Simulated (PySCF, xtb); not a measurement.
Homolysis of single bonds, series Ga Cl-SiH3. Isolated molecules, 0 K electronic values unless said otherwise. Strings in code marks are SMILES.

Quantity: homolytic bond dissociation enthalpy at 298 K (no spin–orbit term), in kJ/mol. Enthalpy corrections at 298 K come from GFN2-xTB frequencies (xtb).

Level 1: B3LYP-D3(BJ)/def2-TZVP (PySCF)
Level 2: PBE-D3(BJ)/def2-TZVP // B3LYP-D3(BJ)/def2-TZVP (PySCF)
Level 3: B3LYP/LANL2DZ // B3LYP-D3(BJ)/def2-TZVP (PySCF)
Level 4: SVWN5/6-31G* // B3LYP-D3(BJ)/def2-TZVP (PySCF)

```tsv
species	level 1	level 2	level 3	level 4
Si–Ga bond of `[SiH3][Ga]([Cl])[Cl]`, giving `[Cl][Ga][Cl]` and `[SiH3]`	274.8	276.8	255.1	318.3
```
